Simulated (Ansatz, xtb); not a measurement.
# Relative energy of two isomers of C4H5ClS

We compare I, `S/C=C/C=C\Cl`, a singlet, with II, `C=C(Cl)/C=C/S`, a singlet. Both are isolated molecules in the gas phase, relaxed with PBE-D3(BJ)/def2-SVP; the shapes shown needn't be the lowest conformers.

I (Å):

```xyz
11

C     2.1905    0.5127    1.9803
C     1.6038    0.4259    0.7548
C     1.7302   -0.7329   -0.0969
C     1.1800   -0.9000   -1.3267
Cl    0.1935    0.2932   -2.1168
S     2.0402    1.9214    3.0225
H     2.7991    1.4372    4.0420
H     2.7967   -0.3213    2.3701
H     0.9986    1.2645    0.3704
H     2.3332   -1.5796    0.2749
H     1.3189   -1.8133   -1.9222
```

II (Å):

```json
{"atom": "C", "x (Å)": "2.1018", "y (Å)": "1.9106", "z (Å)": "1.7601"}
{"atom": "C", "x (Å)": "2.2936", "y (Å)": "0.9875", "z (Å)": "0.7873"}
{"atom": "C", "x (Å)": "1.5413", "y (Å)": "-0.2523", "z (Å)": "0.6674"}
{"atom": "C", "x (Å)": "1.7180", "y (Å)": "-1.1900", "z (Å)": "-0.2995"}
{"atom": "Cl", "x (Å)": "3.5322", "y (Å)": "1.2835", "z (Å)": "-0.4283"}
{"atom": "S", "x (Å)": "0.8630", "y (Å)": "-2.6980", "z (Å)": "-0.5156"}
{"atom": "H", "x (Å)": "1.3311", "y (Å)": "1.7381", "z (Å)": "2.5259"}
{"atom": "H", "x (Å)": "2.6971", "y (Å)": "2.8317", "z (Å)": "1.8067"}
{"atom": "H", "x (Å)": "0.7757", "y (Å)": "-0.3987", "z (Å)": "1.4485"}
{"atom": "H", "x (Å)": "2.4869", "y (Å)": "-1.0307", "z (Å)": "-1.0739"}
{"atom": "H", "x (Å)": "0.0300", "y (Å)": "-2.5803", "z (Å)": "0.5588"}
```

Task: Estimate E(II) − E(I) at the level CCSD(T)/def2-SVP + ΔMP2/def2-TZVPP.

Result: CCSD(T)/def2-SVP + ΔMP2/def2-TZVPP gives E(II) − E(I) = −0.61 kcal/mol, slightly favouring structure II, which is too small a margin to settle the true order.

How the difference moves with the method:

```
                             level             geometry  E(II) − E(I) (kcal/mol)  departure from the last row (kcal/mol)  job, with rough time for the two
                          GFN2-xTB             GFN2-xTB                     −2.43                                   −1.82              optimisation, 0.32 s
                         HF/STO-3G             GFN2-xTB                     −0.69                                   −0.08               single point, 1.1 s
                r2SCAN-D4/def2-SVP             GFN2-xTB                     +0.03                                   +0.63               single point, 6.2 s
               PBE-D3(BJ)/def2-SVP  PBE-D3(BJ)/def2-SVP                      0.00                                   +0.61                optimisation, 33 s
                       HF/def2-SVP  PBE-D3(BJ)/def2-SVP                     +0.45                                   +1.05           part of the CCSD(T) run
                      MP2/def2-SVP  PBE-D3(BJ)/def2-SVP                     −0.81                                   −0.20           part of the CCSD(T) run
                  CCSD(T)/def2-SVP  PBE-D3(BJ)/def2-SVP                     −0.55                                   +0.06                      single point
CCSD(T)/def2-SVP + ΔMP2/def2-TZVPP  PBE-D3(BJ)/def2-SVP                     −0.61                                                        single point, 77 s
```

As drawn, both hold the same kinds of bond in the same numbers.

The largest departure from CCSD(T)/def2-SVP + ΔMP2/def2-TZVPP is that of GFN2-xTB, 1.82 kcal/mol. The last row adds to CCSD(T) the change of the MP2 difference between the two basis sets, here −0.06 kcal/mol.

With thermal terms from frequencies at re-optimised GFN2-xTB minima (ideal gas, soft modes damped towards free rotors, one conformer each, 298.15 K, 1 atm): on the last row, ΔE + ΔZPE = −0.62, ΔH = −0.73, ΔG = −0.29 kcal/mol.

The correlated steps freeze 14 core orbitals. Run with Ansatz 0.2.0, xtb 6.7.1; the last row on 2 threads of Intel(R) Xeon(R) Platinum 8259CL CPU @ 2.50GHz (Skylake/Cascade Lake) on a shared host.
